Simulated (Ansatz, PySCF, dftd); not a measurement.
Species: Cl2, charge 0, singlet. Cl2 (SMILES ClCl).
B3LYP-D3(BJ)/def2-TZVP minimum from Ansatz (an electronic-structure program):
```
Cl
Cl 1 2.0135
```

Quantity: enthalpy of formation at 298 K (by atomisation, with ideal-gas terms from PySCF's Hessian at B3LYP-D3(BJ)/def2-TZVP and the atoms' measured values of the G2/97 table; no spin-orbit terms), in kcal/mol. UHF or UKS for unpaired electrons; spin-orbit terms are left out. Cores are frozen in correlated methods. Rows without X2C or -DK are non-relativistic. CBS(X,Y): correlation extrapolated as X^-3, Hartree-Fock from the larger set (Q,5: extrapolated as (X+1)exp(-9√X)). A bracket is a step between two methods taken in the basis named. The functionals are non-relativistic, so their misses hold any scalar relativity. Double hybrids freeze cores in their MP2 part. 'core' is core correlation in cc-pwCVTZ (1s frozen past Ne), 'X2C' scalar relativity in cc-pVTZ-DK, both at CCSD(T).

Compared with CCSD(T)/CBS(cc-pV(Q+d)Z,cc-pV(5+d)Z) + [CCSDT(Q) - CCSD(T)]/cc-pV(Q+d)Z + [CCSDTQ - CCSDT(Q)]/cc-pV(D+d)Z + core + X2C (Ansatz): -1.8 kcal/mol.

Costs are rough ratios of core time, to one figure, on one kind of shared machine, summed over the single points of the molecules; atoms, geometries and frequencies are left out. The first row took roughly 2 core seconds; short runs hold start-up time.

```
level                                                                                      program  cost relative to the first row
----------------------------------------------------------------------------------  --------------  ------------------------------
B2PLYP-D4/def2-TZVPD                                                                Ansatz + dftd4                               1
CCSD(T)/cc-pV(Q+d)Z                                                                         Ansatz                               4
CCSD(T)/CBS(cc-pV(Q+d)Z,cc-pV(5+d)Z) + core + X2C                                           Ansatz                              40
CCSDTQ/cc-pV(D+d)Z                                                                          Ansatz                             300
CCSD(T)/CBS(cc-pV(Q+d)Z,cc-pV(5+d)Z) + [CCSDTQ - CCSD(T)]/cc-pV(D+d)Z + core + X2C          Ansatz                             300
```

Q: Which is the cheapest listed level within 1 kcal/mol of that value?

A: CCSD(T)/CBS(cc-pV(Q+d)Z,cc-pV(5+d)Z) + core + X2C.
```csv
level,difference (kcal/mol)
B2PLYP-D4/def2-TZVPD,4.0
CCSD(T)/cc-pV(Q+d)Z,3.1
"CCSD(T)/CBS(cc-pV(Q+d)Z,cc-pV(5+d)Z) + core + X2C",0.1
CCSDTQ/cc-pV(D+d)Z,16.0
"CCSD(T)/CBS(cc-pV(Q+d)Z,cc-pV(5+d)Z) + [CCSDTQ - CCSD(T)]/cc-pV(D+d)Z + core + X2C",-0.2
```
